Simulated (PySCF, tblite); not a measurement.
# C3H6F radical: geometry, infrared bands and EPR parameters

Wanted: the infrared bands and EPR parameters of C3H6F radical (`C[CH]CF`), by calculation.

Programs: tblite 0.8.0 and PySCF 2.14.0, with density-fitted response routines of our own. Each step states its level of theory. These are calculated values for one molecule in the gas phase, unless marked as measured. Atoms are numbered from 0 throughout.

### 1 The starting structure

10 atoms, charge 0, multiplicity 2; geometry from: force field or distance geometry start.

Bonds of the start (Å): C0–C1 1.50, C1–C2 1.54, C2–F3 1.38, C0–H4 1.10, C0–H5 1.10, C0–H6 1.10, C1–H7 1.09, C2–H8 1.10, C2–H9 1.12.

### 2 Optimising the geometry with GFN2-xTB

Job settings and geometry (Å):

```
{"job": {"kind": "relax", "xc": "GFN2-xTB", "basis": "xTB"}, "charge": 0, "multiplicity": 2}
C     -1.186800    -0.021600    -0.222900
C     -0.010000     0.772900     0.261700
C      1.125500    -0.269800     0.358400
F      1.717700    -0.229300    -0.889200
H     -1.859500     0.693400    -0.728100
H     -0.915800    -0.896600    -0.837900
H     -1.726300    -0.378400     0.663900
H      0.345300     1.561700    -0.394700
H      0.655100    -1.233600     0.618000
H      1.863700     0.005900     1.148300
```

The run is started by

```sh
> OMP_NUM_THREADS=1 python probes_run.py task.json out
```

The driver reads the jobs from task.json and runs them one after another.

**Question.** This job is followed by: GFN2-xTB harmonic vibrations, gas phase; UKS B3LYP, pcH-1 on C F H, non-relativistic, mean-field spin-orbit, GIAO. What will the session give for the following? strongest single infrared mode (GFN2-xTB); zero-point energy (GFN2-xTB); g(iso) (B3LYP); ⟨S²⟩; largest a(iso) (averaged by class); potential on the surface of density 0.002 e/bohr³, 1st and 99th percentile.

The runs gave:

| quantity | value |
| --- | --- |
| strongest single infrared mode (GFN2-xTB) | 951 cm⁻¹, 66 km/mol |
| zero-point energy (GFN2-xTB) | 49.6 kcal/mol |
| g(iso) (B3LYP) | 2.00241 |
| ⟨S²⟩ | 0.754 (exact 0.75) |
| largest a(iso) (averaged by class) | 19F on F3, 214.4 MHz |
| potential on the surface of density 0.002 e/bohr³, 1st and 99th percentile | -1.24 V and 0.94 V |

Over 62 steps the energy fell by 0.683 eV; of the close pairs, C1–C2 changed most, 1.545 to 1.472 Å. No mode is imaginary among the 24: a minimum at this level. The strongest single mode, at 951 cm⁻¹, has its largest shares on C2, H4, C0 and F3 (the list is cut at 4 atoms). GFN2-xTB is a fitted tight-binding method: band positions and strengths are rough. Its intensities can rank the bands wrongly. C1 carries the largest spin population, 1.01 e. The isotropic g lies 0.1 ppt above the free-electron value. These values are for one conformer; the search (at its own cheap level) found 1 more, at 0.57 kcal/mol, and measured spectra average over such forms.
